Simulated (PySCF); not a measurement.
**Dipole moment and polarisability across levels of theory**

Species: C5H7F.
Bonds: C1–C2 (double), C2–C3, C2–C4, C4–C5 (double), C4–F6. Hydrogens: H7, H8 on C1; H9, H10, H11 on C3; H12, H13 on C5.

PySCF, dipoles from the SCF density, polarisabilities from static response with core orbitals frozen. One conformer (not necessarily the lowest) at the PBE0-D3(BJ)/def2-SVP geometry, without solvent, vibrations or thermal averaging.

Problem. Compare the levels for these properties.

Solution. 

| level | μ (D) | α (au) | anisotropy (au) |
| --- | --- | --- | --- |
| LDA/def2-SVPD | 1.642 | 68.40 | 43.71 |
| PBE/def2-SVPD | 1.570 | 67.70 | 43.80 |
| B3LYP/def2-SVPD | 1.659 | 66.59 | 43.80 |
| PBE0/def2-SVPD | 1.657 | 65.88 | 43.21 |
| BHandHLYP/def2-SVPD | 1.745 | 65.08 | 43.82 |
| CAM-B3LYP/def2-SVPD | 1.702 | 65.69 | 43.05 |
| wB97X-D/def2-SVPD | 1.672 | 65.87 | 42.69 |
| LC-wPBE/def2-SVPD | 1.690 | 64.01 | 41.54 |
| HF/def2-SVPD | 1.801 | 64.42 | 45.36 |
| PBE0/6-31G* | 1.453 | 53.92 | 50.16 |
| PBE0/def2-SVP | 1.576 | 56.65 | 48.39 |
| PBE0/6-31+G* | 1.722 | 62.86 | 46.48 |
| PBE0/aug-cc-pVDZ | 1.635 | 67.80 | 43.73 |
| PBE0/def2-TZVP | 1.595 | 64.16 | 45.95 |
| PBE0/def2-TZVPD | 1.621 | 67.55 | 43.63 |

The anisotropy is √(½[(α1 − α2)² + (α2 − α3)² + (α3 − α1)²]). The dipole runs from 1.45 D (PBE0/6-31G*) to 1.80 D (HF/def2-SVPD). No reference polarisability is at hand; against PBE0 in the largest diffuse basis at hand (def2-TZVPD) the other PBE0 rows deviate by 6-31G* -20%, def2-SVP -16%, 6-31+G* -7%, def2-SVPD -2%, aug-cc-pVDZ 0%, def2-TZVP -5%. In one basis (def2-SVPD) the functionals order the polarisability from LC-wPBE (lowest) to LDA (highest), a spread of 7%. With PBE0 the polarisability is 58.24 au without diffuse functions (mean of 6-31G*, def2-SVP and def2-TZVP) and 66.02 au with them (mean of 6-31+G*, def2-SVPD, aug-cc-pVDZ and def2-TZVPD).
